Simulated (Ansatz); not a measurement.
CH4ClSi (`C[SiH]Cl`) radical, charge 0, multiplicity 2.

Give a relaxed structure at PBE0-D4/def2-TZVP (the Gaussian-basis code of Ansatz). (Estimate.)

Computed: 
```xyz
7

C     0.7660   -0.1671   -0.3372
Si   -0.9121   -0.3597    0.4569
Cl   -2.2787    0.8383   -0.5214
H     1.5009   -0.7786    0.1921
H     1.0838    0.8787   -0.2932
H     0.7406   -0.4787   -1.3826
H    -0.9006    0.0671    1.8855
```
